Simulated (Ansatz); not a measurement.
Geometry optimisation, Ansatz, RKS B3LYP/def2-SVP.

input.yaml

```yaml
crystal:
  periodic: [false, false, false]
  atoms:
    - { symbol: B, position_ang: [-1.54397, 0.30277, -0.43214] }
    - { symbol: S, position_ang: [0.10443, 0.56958, -1.06211] }
    - { symbol: Al, position_ang: [1.53045, -0.26118, 0.34601] }
    - { symbol: H, position_ang: [-2.11799, -0.66959, -0.72937] }
    - { symbol: H, position_ang: [-0.20552, 1.48239, -2.04959] }
    - { symbol: H, position_ang: [1.96263, -1.73447, 0.25741] }
    - { symbol: H, position_ang: [2.12452, 0.63902, 1.44077] }
basis:
  gaussian: { orbitals: def2-SVP }
hamiltonian:
  xc: b3lyp
relax:
  f_tol: 0.02
  max_steps: 50
```

Command:

```bash
$ ansatz run input.yaml --threads 1 --pin off --max-ram 2048MiB --backend cpu --events-out ev --progress --plain --runs-dir out
```

Problem. Where does it end, and by what steps?

Solution. It converged. After 17 steps the energy has fallen by 2.302 eV; H4 moved furthest, 1.62 Å. Joined: Al3–H4.

| step | energy less start (eV) | largest force component (eV/Å) | accepted |
| --- | --- | --- | --- |
| 0 | 0.0000 | 1.642 | yes |
| 1 | -0.7836 | 1.192 | yes |
| 2 | -1.2893 | 1.289 | yes |
| 3 | -1.5583 | 1.021 | yes |
| 4 | -1.6708 | 0.899 | yes |
| 5 | -1.7820 | 0.579 | yes |
| 6 | -1.8456 | 0.246 | yes |
| 7 | -1.9038 | 0.348 | yes |
| 8 | -2.0412 | 0.440 | yes |
| 9 | -2.2241 | 0.421 | yes |
| 10 | -2.2568 | 0.816 | yes |
| 11 | -2.2933 | 0.195 | yes |
| 12 | -2.2899 | 0.228 | no |
| 13 | -2.3019 | 0.055 | yes |
| 14 | -2.3022 | 0.029 | yes |
| 15 | -2.3023 | 0.026 | yes |
| 16 | -2.3023 | 0.017 | no |
| 17 | -2.3024 | 0.014 | yes |

```xyz
7
Properties=species:S:1:pos:R:3
B -1.395 0.280 -0.555
S 0.209 0.436 -1.761
Al 0.928 -0.416 0.295
H -0.885 -0.612 0.313
H 0.127 1.780 -1.887
H 1.626 -1.786 -0.049
H 1.243 0.646 1.415
```

Whether the end is a true minimum wasn't checked by a vibrational analysis.

Run time: 80 s on 1 thread of Arm Neoverse N1, on a shared host, peak memory 0.14 GiB.
